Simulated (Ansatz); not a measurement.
Input file:

```yaml
crystal:
  periodic: [false, false, false]
  atoms:
    - {symbol: Al, position_ang: [0.000000, 0.000000, 0.000000]}
    - {symbol: H, position_ang: [1.516921, 3.444268, 1.528487]}
    - {symbol: H, position_ang: [-1.526136, -3.436910, 1.535859]}
    - {symbol: H, position_ang: [-1.538204, 3.427397, -1.545051]}
    - {symbol: H, position_ang: [1.547419, -3.434756, -1.519295]}
basis:
  gaussian: {orbitals: def2-mTZVP}
total_charge: 1
magnetization: {spin_polarized: false, initial_magnetization: 2}
correlation: {active_space: {ras: {orbitals: [2, 2, 25], electrons: 6, max_holes: 3, max_particles: 3}, fixed_orbitals: true}}
```

```sh
$ ansatz run in.yaml --threads 1 --pin off --events-out ev --progress --plain --max-ram 2393MiB
```

The program prints:

```
340 factors; integrals over basis functions are off by at most 3.4e-4 eV
mean field evaluation 1: about -6620.7707 eV, gradient 8.4e0 eV
mean field evaluation 2: about -6620.7710 eV, gradient 8.4e0 eV
mean field evaluation 4: about -6624.1964 eV, gradient 4.8e0 eV
mean field evaluation 8: about -6624.7342 eV, gradient 5.2e-1 eV
mean field evaluation 16: about -6623.0550 eV, gradient 1.2e1 eV
mean field evaluation 32: about -6624.2977 eV, gradient 1.8e-2 eV
mean field evaluation 64: about -6624.7377 eV, gradient 1.2e-1 eV
mean field -6624.73797807 eV, -243.4546302854 hartree, gradient 1.9e-6 eV, S^2 2.000000; 6 other end points of the search recorded, 0 dependent functions left out
reference -6624.73797807 eV, -243.4546302854 hartree; 9, 7 occupied and 25, 27 virtual orbitals, 340 factors
state -6631.54613581 eV, -243.7048254677 hartree
Total energy: -6631.54613581 eV, -243.7048254677 hartree
```

Ran on 1 thread of Arm Neoverse V2, shared host: 1.6 s wall, 0.16 GiB peak host memory.
